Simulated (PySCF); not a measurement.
Complete the spectrum of C5H3F

Species: C5H3F.
Numbering: `[CH:1]#[C:2][C:3]1=[CH:4][C@@H:5]1[F:6]` (hydrogens: H7 on C1; H8 on C4; H9 on C5)

Computed, not measured: TDDFT PBE0/def2-SVPD, vertical, gas phase, core orbitals frozen in the response (PySCF). Geometry: PBE0-D3(BJ)/def2-SVP; no solvent, vibrations or thermal averaging.

Lowest singlets, with some entries withheld (?).

```tsv
state	λ (nm)	f	main configurations (H = HOMO, L = LUMO)
S1	266.0	0.0027	H-1→L (73%), H→L (25%)
S2	226.7	0.144	H→L (57%), H-1→L (22%), H-1→L+1 (12%)
S3	206.4	0.0021	?
S4	196.7	0.0076	?
S5	177.5	?	?
S6	?	?	H-4→L (66%), H-1→L+1 (12%)
S7	162.4	0.022	H→L+2 (97%)
S8	157.1	0.032	H-1→L+2 (94%)
S9	156.4	?	H-1→L+1 (36%), H-2→L+1 (16%), H-3→L (11%)
S10	?	0.072	H→L+3 (86%)
```

(1) Fill in the withheld entries.

(2) Which level carries the most intensity, and what share of the listed sum of f?

(3) What is the vertical ionisation energy by ΔSCF at this level?

(4) What is the mean static polarisability from the same response equations?

## Answers

(1) 
- S3: H-2→L (95%)
- S4: H→L+1 (80%), H-1→L+1 (14%)
- S5: f = 0.035; H-3→L (70%), H-4→L (15%)
- S6: λ = 164.2 nm; f = 0.233
- S9: f = 0.382
- S10: λ = 153.2 nm

(2) S9, with f = 0.382 of 0.932, 41%.

(3) 9.86 eV; −ε(HOMO) is 7.80 eV.

(4) 59.3 au (8.79 Å³), with principal values 38.7, 47.8 and 91.5 au.
